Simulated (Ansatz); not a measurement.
**BH4OSi+ (SMILES OB[SiH2+]): single points off equilibrium**

The task here is to estimate one member of a computed series from the others.

Program: Ansatz 0.2.0, Gaussian basis. Level of theory: single points in def2-TZVPP. These are calculated values, not measurements.

Correlated methods freeze the cores. B3LYP uses VWN-RPA correlation.

## Where the work starts

7 atoms, charge 1, spin multiplicity 1.

Atoms are counted from 1 here; the program's logs count them from 0.

Bond lengths: O1–H4 0.927 Å, B2–Si3 1.892 Å, B2–H5 1.174 Å, Si3–H6 1.436 Å. Angles: Si3–B2–H5 128.3°, B2–Si3–H6 134.6°.

Geometry (Å):

```xyz
7
BH4OSi
O    -1.6687    0.3396   -0.3795
B    -0.1284   -0.2404   -0.8422
Si    0.9283    0.2246    0.6566
H    -2.2176    0.2158   -1.1165
H     0.0436   -1.1092   -1.6127
H     0.6695    0.3905    2.0595
H     2.7759    0.0590    0.5720
```

The first run:

run/in.yaml reads:

```yaml
crystal:
  periodic: [false, false, false]
  atoms:
    - {symbol: O, position_ang: [-1.668700, 0.339600, -0.379500]}
    - {symbol: B, position_ang: [-0.128400, -0.240400, -0.842200]}
    - {symbol: Si, position_ang: [0.928300, 0.224600, 0.656600]}
    - {symbol: H, position_ang: [-2.217600, 0.215800, -1.116500]}
    - {symbol: H, position_ang: [0.043600, -1.109200, -1.612700]}
    - {symbol: H, position_ang: [0.669500, 0.390500, 2.059500]}
    - {symbol: H, position_ang: [2.775900, 0.059000, 0.572000]}
basis:
  gaussian: {orbitals: def2-TZVPP}
total_charge: 1
correlation: {method: ccsd_t}
output: {forces: true}
```

The command line of these runs was not kept.

Among the steps run: CCSD(T)/def2-TZVPP; PBE0-D4/def2-TZVPP; wB97M-V/def2-TZVPP; r2SCAN-D4/def2-TZVPP; PBE-D4/def2-TZVPP; B3LYP-D4/def2-TZVPP; revPBE-D4/def2-TZVPP.

One of the session's tables, all rows but one given; the rest of the session is left out.

```
   method  RMS force component (eV/Å)  angle to CCSD(T) forces (°)
  CCSD(T)                       2.668                    reference
  PBE0-D4                       2.689                          2.4
  wB97M-V                       2.734                          2.0
r2SCAN-D4                       2.591                          2.2
   PBE-D4                       2.539                          5.6
 B3LYP-D4                       2.616                          1.5
revPBE-D4                           ?                            ?
```

Q: Estimate the row for revPBE-D4 from the others.

As computed: RMS force component (eV/Å): 2.507; angle to CCSD(T) forces (°): 5.5. In the column «RMS force component (eV/Å)» it is the lowest.
